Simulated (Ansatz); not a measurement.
Wavefunction ladder for `C=C=C(C)S`

```csv
atom,x (Å),y (Å),z (Å)
C1,-1.293,0.532,1.599
C2,-0.585,0.137,0.581
C3,0.122,-0.259,-0.438
C4,1.516,0.213,-0.722
S5,-0.483,-1.420,-1.633
H6,-1.261,0.008,2.550
H7,-1.939,1.403,1.537
H8,1.565,0.700,-1.700
H9,1.839,0.921,0.040
H10,2.211,-0.631,-0.736
H11,-1.692,-1.604,-1.080
```

Total charge 0; spin multiplicity 1. Geometry: relaxed with PBE0-D4/def2-TZVP. It is one conformer, not always the lowest. Frozen core, restricted reference, the Gaussian-basis code of Ansatz. CBS rows extrapolate triple and quadruple zeta; past MP2 they add the triple-zeta difference.

```csv
basis,HF (Eh),MP2 corr.,CCSD corr.,(T),CCSD(T) total
def2-TZVPP,-552.50115,-0.82329,-0.86920,-0.04234,-553.41269
def2-QZVPP,-552.51922,-0.87985,–,–,–
CBS(def2),-552.52171,-0.92175,-0.96766,as TZ,-553.53171
```
